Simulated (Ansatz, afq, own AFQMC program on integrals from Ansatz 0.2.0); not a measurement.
Two steps: Ansatz 0.2.0 writes the Fock matrix and Cholesky factors of the valence space, and afq projects on them the lowest state that overlaps trial and start.

```yaml
crystal:
  periodic: [false, false, false]
  atoms:
    - {symbol: Ge, position_ang: [-0.030434, -0.030397, 0.323196]}
    - {symbol: O, position_ang: [0.085417, 0.093438, -1.454636]}
    - {symbol: H, position_ang: [0.756113, -1.288719, 0.794928]}
    - {symbol: H, position_ang: [0.624115, 1.276658, 0.825245]}
    - {symbol: H, position_ang: [-0.542817, 0.719564, -1.822242]}
basis:
  gaussian: {orbitals: cc-pVDZ}
magnetization: {spin_polarized: false, initial_magnetization: 1}
correlation: {method: ccsd_t, electrons: outside_noble_gas, hamiltonian_folder: ham}
```

```sh
$ ansatz run in.yaml --threads 1 --pin off --events-out ev --progress --plain --max-ram 1382MiB
```

afq runs on the folder ham with

```
--method phaseless --trial hf --walkers 120 --populations 1 --least-time 40 --time-step 0.005 --steps-per-block 20 --equilibration-blocks 160 --max-blocks 600 --target-error 0.00258 --factor-cut 1e-05 --start spin_pure --seed 8453 --taylor-order 6
```

Times are imaginary, in 1/Eh. The walk had a cap of 1976 s. Filled inner d shells are frozen with the cores.

Output of the walk:

```
orbitals 41  electrons 7 6  factors 331 of 584
reference energy -2151.91988451 Eh
CCSD correlation -0.29931092 Eh in 12 cycles, weight of the determinant in the CISD state 0.8902
energy of the start -2151.919893 Eh
 block  time / (1/Eh)  mean weight  energy / Eh
     1     0.100  1.0028  -2152.012189
     2     0.200  1.0018  -2152.058920
     3     0.300  1.0033  -2152.085074
     4     0.400  1.0044  -2152.125105
     5     0.500  1.0019  -2152.161141
     8     0.800  1.0003  -2152.161478
    15     1.500  0.9984  -2152.242128
    57     5.700  1.0012  -2152.220009
    99     9.900  0.9999  -2152.232652
   113    11.300  0.9999  -2152.176036
   141    14.100  1.0014  -2152.235387
   183    18.300  0.9983  -2152.200408
   225    22.500  1.0016  -2152.222759
   267    26.700  0.9964  -2152.234464
   309    30.900  1.0000  -2152.192896
   351    35.100  0.9998  -2152.181122
   393    39.300  0.9989  -2152.205509
   435    43.500  1.0020  -2152.204336
   477    47.700  0.9989  -2152.215599
   519    51.900  0.9982  -2152.263086
   547    54.700  0.9999  -2152.237809
blocks merged  error / Eh  count
     1  0.001243  400
     2  0.001600  200
     4  0.001976  100
     8  0.002332  50
    16  0.002528  25
    32  0.002731  12
energy -2152.228528 +/- 0.002528 Eh
(rows thinned)
```

The run passed its tests (sampling time, drift between the halves within three errors, error under three times the target), which doesn't prove that it has relaxed.

Against this walk (error 68.8 meV) on the same determinant: CCSD(T) 77.6 meV higher (within the noise), the released energy of a separate walk with a CISD trial 55.7 ± 72.1 meV higher (within the noise), a separate phaseless walk with a CISD trial and standard settings 74.5 ± 70.0 meV higher (within the noise). The error is statistical and leaves out the bias of the constraint.

Cautions: constraint bias not in the error; no relativity below Rb; no spin-orbit coupling; inner d shell frozen.

The walk took 8.1 min on 1 thread of Arm Neoverse N1 (shared host). The log's last line is the phaseless energy.
